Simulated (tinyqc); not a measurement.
Inside a calculation. Method: UHF in the sto-3g basis, for CH2, spin multiplicity 1. One step of it, computed by the program tinyqc.

Question. Iteration 1: building the Fock matrix. J_ij = sum D_kl (ij|kl) with D = D(alpha) + D(beta), K_ij = sum D_kl (ik|jl) for each spin; F = H + J - K(s); E = tr D H + tr D J / 2 - 0.5 sum_s tr D(s) K(s) + E_nn.

D(alpha) at the start, lower triangle:
```
            1C 1s      1C 2s     1C 2px     1C 2py    1C 2pz     2H 1s     3H 1s
1C 1s    1.028378
1C 2s   -0.105970   0.489646
1C 2px   0.047677  -0.159107   0.151647
1C 2py   0.000320  -0.001384   0.000126   0.549880
1C 2pz   0.052759  -0.184673   0.324105  -0.000623  0.767992
2H 1s   -0.082912   0.184649  -0.008174   0.210199  0.068296  0.179862
3H 1s   -0.082392   0.183988  -0.008232  -0.210906  0.068037  0.017945  0.178525
```

D(beta) at the start, lower triangle:
```
            1C 1s      1C 2s     1C 2px     1C 2py    1C 2pz     2H 1s     3H 1s
1C 1s    1.028378
1C 2s   -0.105970   0.489646
1C 2px  -0.047677   0.159107   0.151647
1C 2py   0.000320  -0.001384  -0.000126   0.549880
1C 2pz   0.052759  -0.184673  -0.324105  -0.000623  0.767992
2H 1s   -0.082912   0.184649   0.008174   0.210199  0.068296  0.179862
3H 1s   -0.082392   0.183988   0.008232  -0.210906  0.068037  0.017945  0.178525
```

core Hamiltonian H = T + V (hartree), lower triangle:
```
             1C 1s      1C 2s     1C 2px     1C 2py     1C 2pz      2H 1s      3H 1s
1C 1s   -18.686543
1C 2s    -4.507835  -5.622103
1C 2px    0.000000   0.000000  -4.497586
1C 2py   -0.000127  -0.001001   0.000000  -4.655610
1C 2pz   -0.017312  -0.181351   0.000000  -0.000565  -4.571011
2H 1s    -1.012797  -2.288065   0.000000  -1.574375  -1.117436  -3.479097
3H 1s    -0.999176  -2.268491   0.000000   1.564751  -1.110023  -0.668397  -3.466340
```

Two-electron integrals (ij|kl) in chemists' order, unique and non-zero (hartree):
```
(11|11) 3.541948    (21|11) 0.576921    (21|21) 0.111888    (22|11) 0.854682
(22|21) 0.205284    (22|22) 0.624709    (31|31) 0.020296    (32|31) 0.030858
(32|32) 0.137996    (33|11) 0.852436    (33|21) 0.205335    (33|22) 0.624568
(33|33) 0.672833    (41|41) 0.020296    (42|41) 0.030858    (42|42) 0.137996
(43|43) 0.036269    (44|11) 0.852436    (44|21) 0.205335    (44|22) 0.624568
(44|33) 0.600295    (44|44) 0.672833    (51|51) 0.020296    (52|51) 0.030858
(52|52) 0.137996    (53|53) 0.036269    (54|54) 0.036269    (55|11) 0.852436
(55|21) 0.205335    (55|22) 0.624568    (55|33) 0.600295    (55|44) 0.600295
(55|55) 0.672833    (61|11) 0.129174    (61|21) 0.024899    (61|22) 0.045593
(61|33) 0.045436    (61|41) 0.001260    (61|42) 0.002344    (61|44) 0.045768
(61|51) 0.000859    (61|52) 0.001598    (61|54) 0.000226    (61|55) 0.045591
(61|61) 0.005667    (62|11) 0.306825    (62|21) 0.074665    (62|22) 0.249640
(62|33) 0.243683    (62|41) 0.005876    (62|42) 0.040310    (62|44) 0.255724
(62|51) 0.004007    (62|52) 0.027486    (62|54) 0.008210    (62|55) 0.249282
(62|61) 0.017331    (62|62) 0.130251    (63|31) 0.007631    (63|32) 0.040122
(63|43) 0.007908    (63|53) 0.005392    (63|63) 0.016109    (64|11) 0.214998
(64|21) 0.053001    (64|22) 0.187900    (64|33) 0.178416    (64|41) 0.011271
(64|42) 0.068316    (64|44) 0.202721    (64|51) 0.002482    (64|52) 0.019225
(64|54) 0.011180    (64|55) 0.182363    (64|61) 0.012888    (64|62) 0.116477
(64|64) 0.118383    (65|11) 0.146600    (65|21) 0.036139    (65|22) 0.128123
(65|33) 0.121656    (65|41) 0.002482    (65|42) 0.019225    (65|44) 0.127444
(65|51) 0.009323    (65|52) 0.053231    (65|54) 0.011854    (65|55) 0.135131
(65|61) 0.008788    (65|62) 0.079422    (65|64) 0.069737    (65|65) 0.063661
(66|11) 0.454905    (66|21) 0.112597    (66|22) 0.427596    (66|33) 0.404847
(66|41) 0.011245    (66|42) 0.103194    (66|44) 0.451088    (66|51) 0.007667
(66|52) 0.070365    (66|54) 0.031530    (66|55) 0.426346    (66|61) 0.026532
(66|62) 0.280799    (66|64) 0.277496    (66|65) 0.189215    (66|66) 0.774606
(71|11) 0.127412    (71|21) 0.024561    (71|22) 0.044978    (71|33) 0.044824
(71|41) -0.001243   (71|42) -0.002312   (71|44) 0.045151    (71|51) 0.000847
(71|52) 0.001575    (71|54) -0.000223   (71|55) 0.044976    (71|61) 0.005423
(71|62) 0.016108    (71|64) 0.010882    (71|65) 0.008177    (71|66) 0.024183
(71|71) 0.005514    (72|11) 0.304006    (72|21) 0.073986    (72|22) 0.247535
(72|33) 0.241615    (72|41) -0.005823   (72|42) -0.040031   (72|44) 0.253586
(72|51) 0.003968    (72|52) 0.027279    (72|54) -0.008158   (72|55) 0.247174
(72|61) 0.016180    (72|62) 0.094195    (72|64) 0.060229    (72|65) 0.055924
(72|66) 0.159911    (72|71) 0.016942    (72|72) 0.128295    (73|31) 0.007544
(73|32) 0.039720    (73|43) -0.007843   (73|53) 0.005344    (73|63) 0.010936
(73|73) 0.015824    (74|11) -0.213505   (74|21) -0.052635   (74|22) -0.186730
(74|33) -0.177309   (74|41) 0.011158    (74|42) 0.067768    (74|44) -0.201446
(74|51) -0.002462   (74|52) -0.019113   (74|54) 0.011104    (74|55) -0.181234
(74|61) -0.010957   (74|62) -0.060422   (74|64) -0.028769   (74|65) -0.035152
(74|66) -0.094317   (74|71) -0.012623   (74|72) -0.114973   (74|74) 0.116992
(75|11) 0.145489    (75|21) 0.035867    (75|22) 0.127244    (75|33) 0.120824
(75|41) -0.002462   (75|42) -0.019113   (75|44) 0.126584    (75|51) 0.009222
(75|52) 0.052744    (75|54) -0.011767   (75|55) 0.134187    (75|61) 0.008225
(75|62) 0.055984    (75|64) 0.035084    (75|65) 0.043495    (75|66) 0.101041
(75|71) 0.008602    (75|72) 0.078347    (75|74) -0.068940   (75|75) 0.062801
(76|11) 0.082563    (76|21) 0.020186    (76|22) 0.070441    (76|33) 0.068427
(76|41) -2.70e-06   (76|42) -0.000030   (76|44) 0.070440    (76|51) 0.001764
(76|52) 0.013101    (76|54) -0.000008   (76|55) 0.072385    (76|61) 0.004587
(76|62) 0.033560    (76|64) 0.025968    (76|65) 0.022465    (76|66) 0.068540
(76|71) 0.004525    (76|72) 0.033338    (76|74) -0.025881   (76|75) 0.022343
(76|76) 0.010619    (77|11) 0.452794    (77|21) 0.112083    (77|22) 0.426061
(77|33) 0.403410    (77|41) -0.011160   (77|42) -0.102755   (77|44) 0.449467
(77|51) 0.007605    (77|52) 0.070021    (77|54) -0.031385   (77|55) 0.424797
(77|61) 0.024403    (77|62) 0.160723    (77|64) 0.094500    (77|65) 0.101428
(77|66) 0.278428    (77|71) 0.026050    (77|72) 0.278369    (77|74) -0.275630
(77|75) 0.187824    (77|76) 0.068540    (77|77) 0.774606
```

nuclear repulsion = 5.82938258 hartree

Give: Coulomb J; exchange K(alpha); exchange K(beta); F(alpha); F(beta); total energy of this density.

Answer.

Coulomb J (hartree), lower triangle:
```
         1C 1s  1C 2s  1C 2px  1C 2py  1C 2pz  2H 1s  3H 1s
1C 1s   11.520
1C 2s    2.227  5.151
1C 2px   0.000  0.000   5.052
1C 2py   0.000  0.000   0.000   5.205
1C 2pz   0.002  0.056   0.000   0.000   5.180
2H 1s    0.497  2.063   0.000   1.557   1.076  3.613
3H 1s    0.491  2.046   0.000  -1.547   1.069  0.582  3.600
```

exchange K(alpha) (hartree), lower triangle:
```
        1C 1s   1C 2s  1C 2px  1C 2py  1C 2pz  2H 1s  3H 1s
1C 1s   3.584
1C 2s   0.637   0.830
1C 2px  0.003  -0.115   0.273
1C 2py  0.000   0.000   0.000   0.746
1C 2pz  0.004   0.005   0.204   0.000   0.731
2H 1s   0.145   0.420  -0.006   0.324   0.205  0.543
3H 1s   0.143   0.417  -0.005  -0.323   0.204  0.132  0.539
```

exchange K(beta) (hartree), lower triangle:
```
         1C 1s  1C 2s  1C 2px  1C 2py  1C 2pz  2H 1s  3H 1s
1C 1s    3.584
1C 2s    0.637  0.830
1C 2px  -0.003  0.115   0.273
1C 2py   0.000  0.000   0.000   0.746
1C 2pz   0.004  0.005  -0.204   0.000   0.731
2H 1s    0.145  0.420   0.006   0.324   0.205  0.543
3H 1s    0.143  0.417   0.005  -0.323   0.204  0.132  0.539
```

F(alpha) (hartree), lower triangle:
```
          1C 1s   1C 2s  1C 2px  1C 2py  1C 2pz   2H 1s   3H 1s
1C 1s   -10.751
1C 2s    -2.918  -1.301
1C 2px   -0.003   0.115   0.282
1C 2py    0.000  -0.001   0.000  -0.197
1C 2pz   -0.020  -0.130  -0.204  -0.001  -0.122
2H 1s    -0.661  -0.645   0.006  -0.342  -0.246  -0.409
3H 1s    -0.652  -0.640   0.005   0.341  -0.245  -0.218  -0.405
```

F(beta) (hartree), lower triangle:
```
          1C 1s   1C 2s  1C 2px  1C 2py  1C 2pz   2H 1s   3H 1s
1C 1s   -10.751
1C 2s    -2.918  -1.301
1C 2px    0.003  -0.115   0.282
1C 2py    0.000  -0.001   0.000  -0.197
1C 2pz   -0.020  -0.130   0.204  -0.001  -0.122
2H 1s    -0.661  -0.645  -0.006  -0.342  -0.246  -0.409
3H 1s    -0.652  -0.640  -0.005   0.341  -0.245  -0.218  -0.405
```

total energy of this density = -38.23579 hartree
